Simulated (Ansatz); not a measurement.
Species, as SMILES: [N]=O (N-O), doublet.
Atoms: N1, O2. Bonds: N1-O2.

How fast the highest harmonic wavenumber converges with the basis for several methods (Ansatz, a quantum-chemistry and plane-wave program): deviation from each method's own reference, in cm⁻¹. References: HF 2221 cm⁻¹, the value in aug-pcseg-3; MP2 3256 cm⁻¹, the value in aug-cc-pVQZ; PBE 1889 cm⁻¹, the value in aug-pcseg-3; PBE0 2028 cm⁻¹, the value in aug-pcseg-3. Cartesian d functions, on some or all atoms, in 6-31G*; all else is spherical. In correlated methods cores are frozen. Open shells are unrestricted. No added dispersion term, no relativity. Each level at its own minimum, unscaled; the references are large sets that could be run, not limits.

| basis | functions | HF | MP2 | PBE | PBE0 |
|---|---|---|---|---|---|
| cc-pVDZ | 28 | 25 | 412 | 18 | [?] |
| def2-SVP | 28 | 67 | 327 | 66 | [?] |
| 6-31G* | 30 | 0 | 664 | 16 | [?] |
| 6-311G** | 36 | 12 | 309 | 14 | [?] |
| pcseg-2 | 60 | -7 | 80 | -2 | [?] |
| aug-cc-pVTZ | 92 | -9 | 87 | -7 | [?] |
| def2-QZVPP | 114 | -2 | -7 | -1 | [?] |
| aug-cc-pVQZ | 160 | -3 | 0 | -1 | [?] |

**Question.** What belongs in the gaps?

**Answer.** 
- cc-pVDZ, PBE0: 25
- def2-SVP, PBE0: 71
- 6-31G*, PBE0: 20
- 6-311G**, PBE0: 20
- pcseg-2, PBE0: -2
- aug-cc-pVTZ, PBE0: -6
- def2-QZVPP, PBE0: -1
- aug-cc-pVQZ, PBE0: -1

Mean absolute deviation over 6-311G**, pcseg-2, aug-cc-pVTZ: PBE 8, HF 9, PBE0 10, MP2 158 cm⁻¹.
